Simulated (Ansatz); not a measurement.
**Si2C (quintet): the correlation ladder, def2-TZVPP**

The task here is to estimate one member of a computed series from the others.

Method: def2-TZVPP, core rule «outside noble gas», up to 11 orbitals frozen; program: Ansatz 0.2.0, Gaussian basis.

The runs, in order: UHF; ROHF; CCSD(T) on UHF.

2 further runs of the same task are left out: 2 set aside as unsound or not needed.

## What is computed

The geometry is a PBE0/def2-TZVP stationary point (not a proven minimum) of the parent state, kept for this charge and spin.

3 atoms, charge 0, spin multiplicity 5.

Atoms are counted from 1 here; the program's logs count them from 0.

Bond lengths: C1–Si2 1.825 Å, C1–Si3 1.757 Å, Si2–Si3 2.287 Å. Angles: Si2–C1–Si3 79.3°, C1–Si2–Si3 49.0°, C1–Si3–Si2 51.6°.

Coordinates:

```xyz
3
CSi2
C     0.0000   -1.1343   -0.0586
Si    0.0000    0.2274    1.1558
Si    0.0000    0.2577   -1.1308
```

The first run:

The input, in.yaml:

```yaml
crystal:
  periodic: [false, false, false]
  atoms:
    - {symbol: C, position_ang: [0.000000, -1.134324, -0.058627]}
    - {symbol: Si, position_ang: [0.000000, 0.227422, 1.155842]}
    - {symbol: Si, position_ang: [0.000000, 0.257669, -1.130771]}
basis:
  gaussian: {orbitals: def2-TZVPP}
magnetization: {spin_polarized: true, initial_magnetization: 4}
hamiltonian: {xc: hf}
output: {orbitals: {seedname: orbitals}}
```

The run is started by

```bash
ansatz run in.yaml --threads 1 --pin off --events-out ev --progress --plain --max-ram 2816MiB --backend cpu
```

Steps of the session up to this table: UHF; ROHF; CCSD(T) on UHF.

One table of the session follows, with a row left open; its other results are not shown here.

It belongs to the step «Misses and costs». 

```
  method  from UCCSD(T) (kcal/mol)
    ROHF                   +225.94
    UMP2                    +40.47
   UCCSD                         ?
UCCSD(T)                         0
```

Estimate the missing values for UCCSD.

The run gave: from UCCSD(T) (kcal/mol): +16.80. In the column «from UCCSD(T) (kcal/mol)» it lies between UCCSD(T) (0) and UMP2 (+40.47).

Left out of the table: UHF (another determinant or state than the rows shown).

Caveats from the session: Warnings: spin contamination; coupled cluster took another determinant than the lowest.
